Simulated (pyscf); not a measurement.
# Multi-bond step: `[GeH3][SeH]` + `[H][H]` -> `[GeH][SeH]` [singlet] + `[H][H]` + `[H][H]`

Gas phase, singlet surface, charge 0. Bonds broken: Ge2–H5, Ge2–H7, H4–H8. Bonds formed: H4–H5, H7–H8. Single points on ωB97X-D3(BJ)/def2-SVP structures (PySCF, gas phase).

Transition state (Å):

```xyz
8

Se     2.2773     2.3555     0.3264
Ge     0.4889     0.9520    -0.1991
H      2.8519     1.4306     1.3097
H     -0.8516    -0.8954    -0.8623
H      0.1116    -0.6594    -0.9852
H     -0.1815     1.8896    -1.2620
H     -1.0328     0.2332     0.5244
H     -1.4336    -0.4413    -0.0943
```

One imaginary mode, 1913i cm⁻¹; descent along it reached the two sides named, in the forms told below.

```json
[
 {"bond": "Ge2–H5", "change": "breaks", "reactant side (Å)": "1.534", "saddle": "1.832", "product side": "3.5"},
 {"bond": "Ge2–H7", "change": "breaks", "reactant side (Å)": "1.535", "saddle": "1.832", "product side": "2.8"},
 {"bond": "H4–H8", "change": "breaks", "reactant side (Å)": "0.760", "saddle": "1.065", "product side": "3.8"},
 {"bond": "H4–H5", "change": "forms", "reactant side (Å)": "3.0", "saddle": "0.999", "product side": "0.760"},
 {"bond": "H7–H8", "change": "forms", "reactant side (Å)": "3.0", "saddle": "0.999", "product side": "0.762"}
]
```

Electronic energies relative to the separated reactants (eV):

```csv
level,barrier,reaction energy,reverse barrier
ωB97X-D3(BJ)/def2-TZVP,2.89,+1.27,1.62
PBE/def2-TZVP,2.17,+1.00,1.17
r²SCAN/def2-TZVP,2.44,+1.21,1.23
B3LYP-D3(BJ)/def2-TZVP,2.52,+0.99,1.53
PBE0-D3(BJ)/def2-TZVP,2.51,+1.24,1.27
M06-2X/def2-TZVP,2.90,+1.11,1.79
ωB97M-D3(BJ)/def2-TZVP,2.80,+1.13,1.67
HF/def2-TZVP,3.98,+1.28,2.70
```

With ωB97M-D3(BJ)/def2-TZVP energies and thermal terms (ideal gas, 1 atm, RRHO with modes under 100 cm⁻¹ raised to 100, one conformer, R ln 2 for chiral ones without a mode under 150 cm⁻¹), in eV:

```json
[
 {"T (K)": "298", "ΔH‡": "2.75", "ΔG‡": "3.10", "ΔH": "+1.01", "ΔG": "+0.66"},
 {"T (K)": "600", "ΔH‡": "2.72", "ΔG‡": "3.48", "ΔH": "+1.04", "ΔG": "+0.29"},
 {"T (K)": "900", "ΔH‡": "2.72", "ΔG‡": "3.86", "ΔH": "+1.03", "ΔG": "-0.08"},
 {"T (K)": "1200", "ΔH‡": "2.74", "ΔG‡": "4.23", "ΔH": "+1.00", "ΔG": "-0.44"}
]
```

On the product side the descent ends in a complex (not fully relaxed), 0.18 eV under the separated species and 1.80 eV under the saddle at ωB97X-D3(BJ)/def2-TZVP. This is the saddle that the search found; another between the same sides may lie lower. Elements up to Kr have no core potential and no relativistic terms here.
